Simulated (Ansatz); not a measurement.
# Changing the shape of PN, singlet

Calculated in Ansatz's Gaussian-basis code. Basis cc-pV(T+d)Z on P, cc-pVTZ on N, nonrelativistic, no frozen core; active space CAS(6,6). Restricted Hartree–Fock, then the lowest state-specific CASSCF solution met for each case. Single-reference values can break down or jump between states where bonds are stretched. Solutions in different active orbitals can move differences by tenths of an eV and at times more than 1 eV.

Case A: bond length 3.4293 Å. A bond is stretched, to 1.93 times the sum of the covalent radii.

Case B: bond length 2.0874 Å.

Energy less that of case A, in eV:

```csv
case,RHF/ROHF,CASSCF
B,-5.454,-1.677
```

Question: What does SC-NEVPT2 give for these differences?

Answer: B: -2.236 eV (-51.6 kcal/mol).
